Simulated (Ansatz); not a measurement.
## Worked example: PH, triplet against PH⁻, doublet

Geometry (PBE0/def2-TZVPD stationary point of a doublet), kept for both states (PH⁻, doublet: Π; PH, triplet: Σ⁻):

```xyz
2

P     0.0000    0.0000    0.0000
H     0.0000    0.0000    1.4426
```

Basis aug-cc-pVDZ; Ansatz 0.2.0. Only valence electrons are correlated (noble-gas cores frozen). Prefix R: restricted or restricted open-shell reference; prefix U: unrestricted.

Full CI is exact within this basis and frozen core; it isn't the basis-set limit. The frozen core follows each run's orbitals, which can shift R against U totals by a few meV.

The highest occupied Kohn–Sham level of the anion is positive, up to +1.75 eV, so in those functionals the extra electron is held by the basis alone, which enters their differences from the reference.

```tsv
level	E(PH⁻, doublet) (hartree)	E(PH, triplet) (hartree)
UHF	-341.281520	-341.287941
UMP2	-341.399532	-341.374419
UCCSD(T)	-341.426955	-341.400783
PBE	-341.753981	-341.716022
B3LYP	-341.939035	-341.899286
full CI	-341.428165	-341.401536
```

Question: Give the vertical gap, PH triplet less PH⁻ doublet, at each level in eV (1 hartree = 27.2114 eV), and each error against full CI.

Answer: full CI: (-341.401536 − (-341.428165)) × 27.2114 = 0.725 eV (the reference)
B3LYP: (-341.899286 − (-341.939035)) × 27.2114 = 1.082 eV, error 0.357 eV
PBE: (-341.716022 − (-341.753981)) × 27.2114 = 1.033 eV, error 0.308 eV
UCCSD(T): (-341.400783 − (-341.426955)) × 27.2114 = 0.712 eV, error -0.013 eV
UMP2: (-341.374419 − (-341.399532)) × 27.2114 = 0.683 eV, error -0.042 eV
UHF: (-341.287941 − (-341.281520)) × 27.2114 = -0.175 eV, error -0.900 eV

Total energies of functionals can't be set beside those of wave-function methods, since they hold the core's correlation and their own absolute errors; only the differences compare.

In so small a basis the reference is far from its limit while semilocal and hybrid functionals are nearer theirs, so the functionals' errors here hold much of the reference's basis and frozen-core error, which can add to them or hide them.

Each level lands on the state that its own search finds. T1 diagnostics of restricted CCSD: 0.020 and 0.021.
